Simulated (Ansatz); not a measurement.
Reaction (formal loss of a carbene): `C[Si]F` → `[CH2]` (triplet) + `F[SiH]`

Isolated molecules relaxed with PBE0-D4/def2-TZVP in Ansatz; ΔE leaves out vibrations. CCSD(T)/CBS is extrapolated from def2-TZVPP and def2-QZVPP, frozen cores. Triplets are unrestricted, without spin–orbit coupling.

(1) Is it downhill or uphill in electronic energy at CCSD(T)/CBS, and by how much? (Best estimate.)

(2) What do these levels give: HF/def2-QZVPP, MP2/CBS(def2), HF/cc-pV(T+d)Z, CCSD/cc-pV(T+d)Z, HF/cc-pV(Q+d)Z, HF/CBS(cc)? (Best estimate.)

Largest T1 diagnostic among the species: 0.015.

Answers

(1) Ansatz gave: Uphill: ΔE = +492.4 kJ/mol.

(2) The calculation gave: HF/def2-QZVPP 340.1, MP2/CBS(def2) 508.5, HF/cc-pV(T+d)Z 340.9, CCSD/cc-pV(T+d)Z 467.8, HF/cc-pV(Q+d)Z 340.2, HF/CBS(cc) 340.0 kJ/mol.

In def2-TZVPP, CCSD(T) changes the Hartree–Fock value by +139.0 kJ/mol (the triples alone add +11.9 kJ/mol) and MP2 by +154.5 kJ/mol. From BLYP to BHLYP (50 % exact exchange), in def2-TZVPP and without D4, ΔE moves by −7.7 kJ/mol. The D4 term adds +7.9 kJ/mol with B3LYP and +4.1 kJ/mol with PBE0; it sums over pairs of atoms, weighted by their polarisabilities, and B3LYP, whose exchange is more repulsive, gets the larger term.

B3LYP here is the variant with VWN-RPA as its local correlation; programs differ in this.
